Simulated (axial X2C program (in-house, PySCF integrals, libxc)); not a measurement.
# SiC⁺: EOM-EA-CCSD levels

Aim: EOM-EA-CCSD levels of SiC⁺, with spin–orbit coupling in the Hamiltonian from the start.

Computed with an in-house X2C program for linear molecules on PySCF integrals. Level: two-component X2C with atomic mean-field terms, Si dyall-av3z, C dyall-av3z.

All values are calculated.

### Step 1. Input

The input, task.json:

```json
{"zs": [14, 6], "q": 1, "bas": ["dyall-av3z", "dyall-av3z"], "r0": 1.74, "eom": "ea", "thr": -2.0, "nmax": 92, "grid": [1, 0.96, 1.045, 0.92, 1.09, 1.15]}
```

Keys: zs atomic numbers; q charge; bas basis sets; r0 starting distance in Å; eom kind of EOM run; thr threshold in hartree for freezing inner shells (an s shell follows its p shell); nmax most natural virtual spinors; grid distances as factors.

Started as:

```bash
> python soeom.py task.json out
```

Further steps of the session: EOM-EA-CCSD at 1.826 Å.

What does the calculation give? Wanted: next root led by one particle; T1 of the reference; lowest state, Re and ωe.

**Answer**, as computed:

```
                     quantity                            value
       lowest root at 1.826 Å               Ω = 1/2, 17.702 eV
next root led by one particle  Ω = 1/2, about 6450 cm⁻¹ higher
          T1 of the reference                            0.052
      lowest state, Re and ωe                1.844 Å, 816 cm⁻¹
```

The added electron is bound by 17.70 eV in a spinor of 56% C pσ, 26% Si pσ, 8% C sσ. Errors of 0.1 to 0.3 eV are usual at this size, and roots led by higher excitations are left out, so the list is incomplete, and low states of that kind can be missing. T1 or the largest double amplitude of the reference is raised, which lowers the reliability.
